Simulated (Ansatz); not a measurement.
Input file:

```yaml
crystal:
  periodic: [false, false, false]
  atoms:
    - {symbol: Si, position_ang: [0.000000, 0.000000, 0.000000]}
    - {symbol: H, position_ang: [1.271759, 0.012292, -0.000083]}
    - {symbol: H, position_ang: [-0.646525, 1.095226, -0.002510]}
    - {symbol: H, position_ang: [-0.625234, -1.107519, 0.002593]}
basis:
  gaussian: {orbitals: cc-pVDZ}
total_charge: 1
magnetization: {spin_polarized: false}
correlation: {method: bccd_t, electrons: outside_noble_gas}
```

```sh
$ ansatz run in.yaml --threads 1 --pin off --events-out ev --progress --plain --max-ram 2393MiB
```

Log:

```
311 factors; integrals over basis functions are off by at most 1.3e-3 eV
mean field evaluation 1: about -7898.8151 eV, gradient 8.5e0 eV
mean field evaluation 2: about -7898.8154 eV, gradient 8.5e0 eV
mean field evaluation 4: about -7899.1489 eV, gradient 2.0e-1 eV
mean field evaluation 8: about -7899.1490 eV, gradient 1.1e-5 eV
mean field -7899.14904750 eV, -290.2883732600 hartree, gradient 1.1e-6 eV, S^2 0.000000; 0 other end points of the search recorded, 0 dependent functions left out
5 core orbitals not correlated: weight in the atoms' cores, before any rotation towards them, 1.000 or more for the frozen orbitals, at most 0.000 for the correlated occupied ones
reference -7899.14904750 eV, -290.2883732600 hartree; 3, 3 occupied and 25, 25 virtual orbitals, 311 factors
second order -2.24434015 eV of doubles, -0.00000000 eV of singles
cycle   1  -2.72835477 eV  change   -4.8e-1 eV  update   4.4e-2
cycle   2  -2.89217795 eV  change   -1.6e-1 eV  update   1.4e-2
cycle   3  -2.89084904 eV  change    1.3e-3 eV  update   2.5e-3
cycle   4  -2.89073723 eV  change    1.1e-4 eV  update   5.4e-4
cycle   5  -2.89065083 eV  change    8.6e-5 eV  update   1.5e-4
cycle   6  -2.89063170 eV  change    1.9e-5 eV  update   2.9e-5
cycle   7  -2.89064865 eV  change   -1.7e-5 eV  update   6.4e-6
cycle   8  -2.89064560 eV  change    3.0e-6 eV  update   1.5e-6
perturbative correction -0.03269444 eV, -0.0012014987 hartree
Total energy: -7902.07238754 eV, -290.3958040252 hartree
```

For the same geometry and basis full CI lies 9.4 meV lower.

Ran on 1 thread of Arm Neoverse V2, shared host: 0.24 s wall, 0.07 GiB peak host memory.
